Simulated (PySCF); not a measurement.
**A rate constant, worked out**

An elementary step of BH2ClO, closed shell (BH₂ClO ([OH][BH][Cl]) → BHO ([BH][O]) + HCl; B–Cl, O–H broken or loosened, Cl–H formed or tightened). The start structure is the reactant molecule, and the electronic barrier above it is 2.220 eV by CCSD(T) at an estimated basis limit (MP2 extrapolated from triple and quadruple zeta, plus CCSD(T) − MP2 in triple zeta). Program: PySCF 2.14 with density fitting (its default auxiliary sets; JK sets also for MP2 and CCSD(T)). Basis: def2-TZVPP and def2-QZVPP. Cores are frozen in the correlated methods. Extrapolation: Hartree–Fock as exp(−7.88 √X), correlation as X^−2.97. Harmonic wavenumbers (analytic Hessian with the translational sum rule) at PBE0-D4/def2-TZVP (PySCF 2.14 with density fitting (its default auxiliary sets; JK sets also for MP2 and CCSD(T))), in cm⁻¹:

Start: 384, 644, 747, 869, 1007, 1156, 1370, 2692, 3849.

Saddle: 1209i, 368, 502, 750, 833, 869, 1503, 1689, 2820.

Q: Work out the transition-state-theory rate constant at 400 K from these numbers alone (harmonic vibrations; rotation, path degeneracy and anharmonicity left out), and the Wigner tunnelling factor. Use 1 cm⁻¹ = 1.2398 × 10⁻⁴ eV and k_B = 8.617 × 10⁻⁵ eV/K.

A: Zero-point energies, half the sums: start 12718/2 cm⁻¹ = 0.7884 eV; saddle, real modes only, 9334/2 cm⁻¹ = 0.5786 eV.
Barrier with zero-point energy: 2.220 + 0.5786 − 0.7884 = 2.0102 eV.
k_BT = 0.03447 eV, so the barrier is 58.32 k_BT.
Vibrational partition functions from the zero-point level, ln q = −Σ ln(1 − exp(−hν/k_BT)): start 0.559, saddle 0.662.
k = (k_BT/h) exp(ln q‡ − ln q) exp(−E0/k_BT), with log₁₀(k_BT/h in s⁻¹) = 12.92: log₁₀ k = 12.92 + (0.103 − 58.32)/2.3026 = -12.36, so k ≈ 4 × 10^(-13) s⁻¹.
Wigner factor: 1 + (hν‡/k_BT)²/24 = 1 + (4.35)²/24 = 1.79, too large for this simple formula to be trusted. A change of 1 kcal/mol (0.043 eV) in the barrier would change k by a factor of 3.5 at this temperature.

No T1 diagnostic of these runs exceeds 0.018.

Labels in which every atom is bracketed show which atoms are joined, not bond orders.

For scale, one of the runs: CCSD(T)/def2-TZVPP, 132 basis functions, launched by `OMP_NUM_THREADS=4 python run.py`. The run took 57 s on 4 CPU threads of an Arm Neoverse V1 (shared host), with 0.72 GiB of host memory at its peak.
